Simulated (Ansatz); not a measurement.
`FC(F)C(F)F`. The species carries charge 0 and has multiplicity 1.

Cartesian coordinates in Å:
```
F -1.6793 -0.4565 0.1631
C -0.4097 -0.5811 -0.2714
F -0.4129 -0.5173 -1.6176
C 0.4097 0.5811 0.2714
F 1.6796 0.4555 -0.1619
F 0.4117 0.5184 1.6176
H -0.0074 -1.5479 0.0476
H 0.0082 1.5479 -0.0488
```

(1) Give the diagnostics of a CCSD(T)/def2-TZVPP run (frozen core, Ansatz). (Estimate.)

## Answers

(1) The calculation gave: T1 = 0.0117, largest single amplitude 0.021, largest double 0.017, (T) share of the correlation energy 3.1 %, 9 CCSD cycles. The RHF solution is stable towards an unrestricted one. T1 lies under the customary mark of 0.02 for closed shells.
